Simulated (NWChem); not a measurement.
All runs are NWChem calculations. System: BF3, charge 0, spin multiplicity 1, at a geometry optimised with B3LYP/def2-SVP. The structure started from a generated list of species. Level: RHF/def2-TZVP.

Input file:

```
start mol
memory heap 200 mb stack 900 mb global 1100 mb
geometry units angstroms nocenter noautoz
  B      0.000000     0.000000    -0.000000
  F      0.000000     0.000000     1.313698
  F      1.137710     0.000000    -0.656849
  F     -1.137710     0.000000    -0.656849
  symmetry group C2v
end
basis spherical
  * library def2-tzvp
end
scf
  rhf
  nopen 0
  maxiter 100
  thresh 1e-7
  semidirect memsize 60000000 filesize 0
end
task scf energy
```

Part of the output:

```
             Northwest Computational Chemistry Package (NWChem) 7.3.0
             --------------------------------------------------------

                                NWChem Input Module
                                -------------------

 Scaling coordinates for geometry "geometry" by  1.889725989
 (inverse scale =  0.529177249)

 Turning off AUTOSYM since
 SYMMETRY directive was detected!

                             Geometry "geometry" -> ""
                             -------------------------

 Output coordinates in angstroms (scale by  1.889725989 to convert to a.u.)

  No.       Tag          Charge          X              Y              Z
 ---- ---------------- ---------- -------------- -------------- --------------
    1 B                    5.0000     0.00000000     0.00000000     0.00000000
    2 F                    9.0000     0.00000000     0.00000000     1.31369800
    3 F                    9.0000     1.13771000     0.00000000    -0.65684900
    4 F                    9.0000    -1.13771000     0.00000000    -0.65684900

 Effective nuclear repulsion energy (a.u.)     110.8927124002

            Nuclear Dipole moment (a.u.)
            ----------------------------
        X                 Y               Z
 ---------------- ---------------- ----------------
     0.0000000000     0.0000000000     0.0000000000

      Symmetry information
      --------------------

 Group name             C2v
 Group number             16
 Group order               4
 No. of unique centers     3

      Symmetry unique atoms

     1    2    3


 Summary of "ao basis" -> "" (spherical)
 ------------------------------------------------------------------------------
       Tag                 Description            Shells   Functions and Types
 ---------------- ------------------------------  ------  ---------------------
 *                         def2-tzvp                  on all atoms

 Summary of "ao basis" -> "ao basis" (spherical)
 ------------------------------------------------------------------------------
       Tag                 Description            Shells   Functions and Types
 ---------------- ------------------------------  ------  ---------------------
 B                         def2-tzvp                11       31   5s3p2d1f
 F                         def2-tzvp                11       31   5s3p2d1f

                                 NWChem SCF Module
                                 -----------------

  ao basis        = "ao basis"
  functions       =   124
  atoms           =     4
  closed shells   =    16
  open shells     =     0
  charge          =   0.00
  wavefunction    = RHF
  use symmetry    = T
  symmetry adapt  = T

 Summary of "ao basis" -> "ao basis" (spherical)
 ------------------------------------------------------------------------------
       Tag                 Description            Shells   Functions and Types
 ---------------- ------------------------------  ------  ---------------------
 B                         def2-tzvp                11       31   5s3p2d1f
 F                         def2-tzvp                11       31   5s3p2d1f

      Symmetry analysis of basis
      --------------------------

        a1         49
        a2         16
        b1         35
        b2         24

 Forming initial guess at       0.0s

      Superposition of Atomic Density Guess
      -------------------------------------

 Sum of atomic energies:        -322.78894796

      Non-variational initial energy
      ------------------------------

 Total energy =    -323.669641
 1-e energy   =    -669.924891
 2-e energy   =     235.362537
 HOMO         =      -0.630561
 LUMO         =       0.051009

      Symmetry analysis of molecular orbitals - initial
      -------------------------------------------------

  Numbering of irreducible representations:

     1 a1          2 a2          3 b1          4 b2

  Orbital symmetries:

     1 a1          2 a1          3 b1          4 a1          5 a1
     6 a1          7 b1          8 a1          9 b1         10 a1
    11 b2         12 b1         13 a1         14 b2         15 a2
    16 b1         17 a1         18 b2         19 a1         20 b1
    21 b2         22 a1         23 a1         24 b1         25 a1
    26 a1

 Starting SCF solution at       0.7s

 ----------------------------------------------
         Quadratically convergent ROHF

 Convergence threshold     :          1.000E-07
 Maximum no. of iterations :          100
 Final Fock-matrix accuracy:          1.000E-09
 ----------------------------------------------

              iter       energy          gnorm     gmax       time
             ----- ------------------- --------- --------- --------
                 1     -323.2734595490  1.24D+00  2.46D-01      0.8
                 2     -323.3390430335  2.80D-01  9.09D-02      0.9
                 3     -323.3436800469  1.40D-02  4.23D-03      1.0
                 4     -323.3436961951  7.83D-05  2.15D-05      1.3
                 5     -323.3436961957  5.11D-09  1.54D-09      1.6

       Final RHF  results
       ------------------

         Total SCF energy =   -323.343696195745
      One-electron energy =   -671.575467471380
      Two-electron energy =    237.339058875428
 Nuclear repulsion energy =    110.892712400207

        Time for solution =      0.9s

       Symmetry analysis of molecular orbitals - final
       -----------------------------------------------

  Numbering of irreducible representations:

     1 a1          2 a2          3 b1          4 b2

  Orbital symmetries:

     1 a1          2 b1          3 a1          4 a1          5 a1
     6 a1          7 b1          8 a1          9 b1         10 a1
    11 b2         12 b1         13 a1         14 b2         15 a2
    16 b1         17 a1         18 b2         19 a1         20 b1
    21 b2         22 a1         23 a1         24 b1         25 a1
    26 a1

             Final eigenvalues
             -----------------

              1
    1  -26.3385
    2  -26.3385
    3  -26.3384
    4   -7.7809
    5   -1.6851
    6   -1.6425
    7   -1.6425
    8   -0.8578
    9   -0.8122
   10   -0.8122
   11   -0.7625
   12   -0.7002
   13   -0.7002
   14   -0.6871
   15   -0.6871
   16   -0.6631
   17    0.1011
   18    0.1383
   19    0.1844
   20    0.1844
   21    0.2544
   22    0.3877
   23    0.5480
   24    0.5480
   25    0.5638
   26    0.6535

                       ROHF Final Molecular Orbital Analysis
                       -------------------------------------

 Vector   14  Occ=2.000000D+00  E=-6.870787D-01  Symmetry=b2
              MO Center=  2.7D-10,  6.0D-16,  6.4D-01, r^2= 1.7D+00
   Bfn.  Coefficient  Atom+Function         Bfn.  Coefficient  Atom+Function
  ----- ------------  ---------------      ----- ------------  ---------------
    38      0.401823  2 F  py                41      0.353848  2 F  py
    69     -0.200923  3 F  py               100     -0.200923  4 F  py
    44      0.199499  2 F  py                72     -0.176935  3 F  py
   103     -0.176935  4 F  py

 Vector   15  Occ=2.000000D+00  E=-6.870773D-01  Symmetry=a2
              MO Center= -2.7D-10,  2.4D-16, -6.4D-01, r^2= 1.7D+00
   Bfn.  Coefficient  Atom+Function         Bfn.  Coefficient  Atom+Function
  ----- ------------  ---------------      ----- ------------  ---------------
    69      0.347996  3 F  py               100     -0.347996  4 F  py
    72      0.306447  3 F  py               103     -0.306447  4 F  py
    75      0.172775  3 F  py               106     -0.172775  4 F  py

 Vector   16  Occ=2.000000D+00  E=-6.631364D-01  Symmetry=b1
              MO Center=  1.3D-14, -1.7D-16, -3.1D-05, r^2= 2.1D+00
   Bfn.  Coefficient  Atom+Function         Bfn.  Coefficient  Atom+Function
  ----- ------------  ---------------      ----- ------------  ---------------
    37      0.297547  2 F  px                70     -0.257693  3 F  pz
   101      0.257693  4 F  pz                40      0.256142  2 F  px
    73     -0.221833  3 F  pz               104      0.221833  4 F  pz
    43      0.153414  2 F  px

 Vector   17  Occ=0.000000D+00  E= 1.010567D-01  Symmetry=a1
              MO Center=  1.3D-14, -1.0D-14,  3.9D-06, r^2= 6.3D+00
   Bfn.  Coefficient  Atom+Function         Bfn.  Coefficient  Atom+Function
  ----- ------------  ---------------      ----- ------------  ---------------
     4      2.781416  1 B  s                  5     -2.327362  1 B  s
     3     -0.372968  1 B  s                 36     -0.295518  2 F  s
    67     -0.295464  3 F  s                 98     -0.295464  4 F  s
    45      0.279204  2 F  pz                24      0.261934  1 B  d  2
    74      0.241779  3 F  px               105     -0.241779  4 F  px

 Vector   18  Occ=0.000000D+00  E= 1.383395D-01  Symmetry=b2
              MO Center=  7.5D-17,  9.0D-15, -2.0D-06, r^2= 5.7D+00
   Bfn.  Coefficient  Atom+Function         Bfn.  Coefficient  Atom+Function
  ----- ------------  ---------------      ----- ------------  ---------------
    13      1.161882  1 B  py                44     -0.225805  2 F  py
    75     -0.225804  3 F  py               106     -0.225804  4 F  py
     7      0.175818  1 B  py

 Vector   19  Occ=0.000000D+00  E= 1.844050D-01  Symmetry=a1
              MO Center=  2.5D-10, -1.9D-16, -2.6D-01, r^2= 7.7D+00
   Bfn.  Coefficient  Atom+Function         Bfn.  Coefficient  Atom+Function
  ----- ------------  ---------------      ----- ------------  ---------------
    14      1.694787  1 B  pz                11     -1.054911  1 B  pz
    45     -0.446774  2 F  pz                76     -0.287477  3 F  pz
   107     -0.287477  4 F  pz                22     -0.266184  1 B  d  0
    36      0.216753  2 F  s                 24      0.153677  1 B  d  2

 center of mass
 --------------
 x =   0.00000000 y =   0.00000000 z =   0.00000000

 moments of inertia (a.u.)
 ------------------
         175.629326260948           0.000000000000           0.000000000000
           0.000000000000         351.263024109514           0.000000000000
           0.000000000000           0.000000000000         175.633697848566

  Mulliken analysis of the total density
  --------------------------------------

    Atom       Charge   Shell Charges
 -----------   ------   -------------------------------------------------------
    1 B    5     4.08   0.91  1.07  0.45  0.06  0.00  0.85  0.23  0.04  0.19  0.19  0.09
    2 F    9     9.31   0.77  1.20  0.59  0.99  0.36  2.25  2.28  0.85  0.00  0.01  0.00
    3 F    9     9.31   0.77  1.20  0.59  0.99  0.36  2.25  2.28  0.85  0.00  0.01  0.00
    4 F    9     9.31   0.77  1.20  0.59  0.99  0.36  2.25  2.28  0.85  0.00  0.01  0.00

       Multipole analysis of the density wrt the origin
       ------------------------------------------------

     L   x y z        total         open         nuclear
     -   - - -        -----         ----         -------
     0   0 0 0     -0.000000      0.000000     32.000000

     1   1 0 0     -0.000000      0.000000      0.000000
     1   0 1 0      0.000000      0.000000      0.000000
     1   0 0 1      0.000012      0.000000      0.000000

     2   2 0 0    -16.441404      0.000000     83.201916
     2   1 1 0      0.000000      0.000000      0.000000
     2   1 0 1     -0.000000      0.000000      0.000000
     2   0 2 0    -12.969945      0.000000      0.000000
     2   0 1 1     -0.000000      0.000000      0.000000
     2   0 0 2    -16.441311      0.000000     83.199845

 Task  times  cpu:        1.6s     wall:        1.6s

 Total times  cpu:        1.6s     wall:        1.6s
```
